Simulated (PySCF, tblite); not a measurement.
# C3H4FN: geometry, infrared bands, NMR shifts, spin-spin couplings, electronic excitations and core binding energies

Wanted: the infrared bands, NMR shifts, spin-spin couplings, electronic excitations and core binding energies of C3H4FN (`[H]/N=C\C=C\F`), by calculation.

The runs use tblite 0.8.0 and PySCF 2.14.0, with density-fitted response routines of our own; the level of theory stands in each step. All values are computed, except where a source is named. Atoms are numbered from 0 throughout.

### Step 1. Starting geometry

9 atoms, charge 0, multiplicity 1; geometry from: GFN2-xTB.

Bonds of the start (Å): N0–C1 1.26, C1–C2 1.46, C2–C3 1.33, C3–F4 1.34, N0–H5 1.02, C1–H6 1.09, C2–H7 1.08, C3–H8 1.08.

### Step 2. Vibrational analysis with GFN2-xTB

What the job is given:

```
{"job": {"kind": "ir", "xc": "GFN2-xTB", "basis": "xTB"}, "charge": 0, "multiplicity": 1}
N     -2.112231     0.254948    -0.236104
C     -0.975806    -0.286152    -0.242879
C      0.291573     0.317761     0.143075
C      1.435534    -0.352903     0.097166
F      2.597920     0.200330     0.451415
H     -2.123548     1.225575     0.078102
H     -0.933191    -1.320400    -0.572808
H      0.281000     1.347316     0.476065
H      1.552310    -1.380481    -0.219212
```

**Question.** This job is followed by: PBE0-D3(BJ)/def2-SVP geometry optimisation, gas phase; GIAO PBE0/pcSseg-1 NMR shielding, non-relativistic, gas phase; B3LYP/pcJ-1 indirect spin-spin coupling, non-relativistic, gas phase; TDDFT CAM-B3LYP/def2-SVPD, vertical, gas phase, core orbitals frozen in the response; GIAO WP04/pcSseg-2 NMR shielding, non-relativistic, gas phase; delta-SCF UKS SCAN, pcX-2 on the ionised atom, pcseg-1 elsewhere, spin-free X2C. What will the session give for the following? strongest single infrared mode (GFN2-xTB); zero-point energy (GFN2-xTB); point group; rotational constants (main isotopes); 13C shifts against TMS (PBE0/pcSseg-1); 1H shifts against TMS (PBE0/pcSseg-1); 15N shifts against NH3 (PBE0/pcSseg-1); 19F shifts against CFCl3 (PBE0/pcSseg-1); largest coupling of the table (B3LYP/pcJ-1); lowest singlet (CAM-B3LYP/def2-SVPD); brightest single state of those computed; lowest triplet; vertical ionisation energy (ΔSCF); vertical electron affinity (ΔSCF); N1s binding energies, SCAN/pcX-2; C1s binding energies, SCAN/pcX-2 (standing for 1 of 3 atoms); F1s binding energies, SCAN/pcX-2; range of the shift of N0.

The runs gave:

| quantity | value |
| --- | --- |
| strongest single infrared mode (GFN2-xTB) | 1668 cm⁻¹, 311 km/mol |
| zero-point energy (GFN2-xTB) | 40.3 kcal/mol |
| point group | Cs |
| rotational constants (main isotopes) | 37.41, 2.19, 2.07 GHz |
| 13C shifts against TMS (PBE0/pcSseg-1) | 169.2, 168.4, 121.1 ppm |
| 1H shifts against TMS (PBE0/pcSseg-1) | 9.92, 7.74, 7.06, 5.70 ppm |
| 15N shifts against NH3 (PBE0/pcSseg-1) | 363.1 ppm |
| 19F shifts against CFCl3 (PBE0/pcSseg-1) | -102.8 ppm |
| largest coupling of the table (B3LYP/pcJ-1) | 1J(C,F) C3–F4, -361.1 Hz |
| lowest singlet (CAM-B3LYP/def2-SVPD) | 4.98 eV (249 nm), f = 0.003 |
| brightest single state of those computed | state 2, 6.35 eV, f = 0.591 |
| lowest triplet | 3.52 eV |
| vertical ionisation energy (ΔSCF) | 10.09 eV |
| vertical electron affinity (ΔSCF) | -0.59 eV (unbound: the value hangs on the basis) |
| N1s binding energies, SCAN/pcX-2 | N0 404.42 eV |
| C1s binding energies, SCAN/pcX-2 (standing for 1 of 3 atoms) | C2 291.32 eV |
| F1s binding energies, SCAN/pcX-2 | F4 693.73 eV |
| range of the shift of N0 | 348.7 to 363.1 ppm |

**Reading.** All 21 modes are real, so the xTB geometry is a minimum. The strongest single mode, at 1668 cm⁻¹, moves mainly C2 and C3. Unscaled tight-binding wavenumbers are off by several per cent, some by more. Its intensities can rank the bands wrongly. Over 4 steps the energy fell by 0.042 eV; of the close pairs, C1–H6 changed most, 1.086 to 1.105 Å. At PBE0/pcSseg-1: The largest span, 644 ppm, is at N0, where the paramagnetic term is -420 ppm. In the run at B3LYP/pcJ-1, the largest coupling of the table is C3–F4, -361.1 Hz, of which the Fermi-contact term gives -325.8 Hz. Couplings across rotatable bonds belong to this one conformer; where others are populated, the observed values are averages. The lowest singlet, at 4.98 eV, is HOMO−1→LUMO 0.92 and is weak; of the 10 states computed, the strongest absorption comes from state 2 at 6.35 eV. The lowest triplet lies 1.47 eV below the lowest singlet (triplets in Tamm-Dancoff, singlets in full TDDFT). ΔSCF puts the ionisation energy at 10.09 eV, 0.99 eV above −ε(HOMO). In ppm, N0 moves most: its shift spreads over 14.4 ppm, from 348.7 (WP04/pcSseg-2) to 363.1 (PBE0/pcSseg-1).
